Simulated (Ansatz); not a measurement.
Consider the cleavage of the P–Al bond: `[SiH3][AlH][PH2]` + CH₃NH₂ → `CNP` + `[AlH2][SiH3]`.

Calculated with Ansatz (gas phase, PBE0-D4/def2-TZVP geometries, no zero-point term in ΔE). CCSD(T)/CBS adds triple-zeta CCSD(T) − MP2 to the extrapolated MP2 energy (def2 sets, frozen cores). This one scheme is used for every species. DFT in def2-TZVPP. Each species was taken in one conformer, which may not be the lowest.

`[SiH3][AlH][PH2]`:

Cartesian coordinates in Å:
```
Si 0.567 0.523 1.595
Al -0.108 0.583 -0.765
P -0.106 -1.368 -2.026
H 1.026 -0.830 2.018
H -0.584 0.898 2.469
H 1.668 1.488 1.883
H -0.446 1.951 -1.498
H -0.681 -2.164 -1.001
H -1.336 -1.081 -2.675
```

CH₃NH₂:

```xyz
7

C     0.329    0.068   -0.458
N    -0.265   -0.292    0.818
H    -0.282    0.726   -1.093
H     0.542   -0.839   -1.027
H     1.285    0.567   -0.285
H    -1.148   -0.766    0.679
H    -0.461    0.536    1.366
```

`CNP`:

Z-matrix (Å, degrees):
```
C
N 1 1.448
H 1 1.093 2 110.0
H 1 1.092 2 109.0 3 117.9
H 1 1.099 2 114.1 3 -121.7
P 2 1.699 1 118.1 3 -159.3
H 2 1.009 1 113.1 3 58.0
H 6 1.420 2 98.4 1 166.7
H 6 1.434 2 104.2 1 -98.4
```

`[AlH2][SiH3]`:

```xyz
7

Al    0.698   -0.209   -1.205
Si   -0.511    0.134    0.906
H     1.617   -1.483   -1.438
H     0.563    0.865   -2.369
H    -0.105    1.423    1.540
H    -1.981    0.218    0.663
H    -0.282   -0.949    1.903
```

Q: Is it downhill or uphill in electronic energy at CCSD(T)/CBS, and by how much? (Best estimate.)

A: Computed: Uphill: ΔE = +0.84 eV.

Q: What do these levels give: r2SCANh-D4, B2PLYP, PBE0, RPA@PBE/def2-TZVPP, CCSD(T)/def2-SVP, MP2/CBS(def2)? (Estimate.)

A: The calculation gave: r2SCANh-D4 0.88, B2PLYP 0.79, PBE0 0.89, RPA@PBE/def2-TZVPP 0.76, CCSD(T)/def2-SVP 0.82, MP2/CBS(def2) 0.83 eV.

Largest T1 diagnostic among the species: 0.014.

Leaving LDA and LC-ωPBE aside and taking each functional with its dispersion term where it has one, the values, not all of them listed here, spread over 0.19 eV, from CAM-B3LYP-D4 to PBE-D4. LDA lies −0.06 eV from PBE without D4. From BLYP to BHLYP (50 % exact exchange), in def2-TZVPP and without D4, ΔE moves by −0.07 eV. In def2-TZVPP, CCSD(T) changes the Hartree–Fock value by +0.18 eV (the triples alone add +0.03 eV) and MP2 by +0.17 eV.
